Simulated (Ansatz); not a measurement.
**CaH3Pd: computed properties**

All numbers below come from DFT r2SCAN, scalar-relativistic, plane waves, PAW in Ansatz 0.2.0.

Settings: cutoff 500 eV, Γ-centred mesh 10×10×10 on the computed 5-atom cell, Gaussian smearing of 0.10 eV; no spin polarisation.

The structure is relaxed at this level of theory with its symmetry kept. Whether it is the stable form of this composition wasn't checked.

```cif
data_structure
_symmetry_space_group_name_H-M 'Pm-3m'
_symmetry_Int_Tables_number 221
_cell_length_a 3.7004
_cell_length_b 3.7004
_cell_length_c 3.7004
_cell_angle_alpha 90.000
_cell_angle_beta 90.000
_cell_angle_gamma 90.000
_cell_volume 50.67
loop_
_atom_site_label
_atom_site_type_symbol
_atom_site_symmetry_multiplicity
_atom_site_Wyckoff_symbol
_atom_site_fract_x
_atom_site_fract_y
_atom_site_fract_z
_atom_site_occupancy
Ca1 Ca 1 b 0.50000 0.50000 0.50000 1
H1 H 3 d 0.50000 0.00000 0.00000 1
Pd1 Pd 1 a 0.00000 0.00000 0.00000 1
```

Task: Formation energy from the elements' standard states (uncorrected)?

Result: -0.576 eV/atom.

Task: Density of states at the Fermi level?

Result: 0.65 states/eV per cell.

Task: Bulk modulus?

Result: 97 GPa.

Task: Its pressure derivative?

Result: 4.2.

Task: Bader charges (e)?

Result: Ca (1 in the cell) 1.47, H (3 in the cell) -0.36, Pd (1 in the cell) -0.38.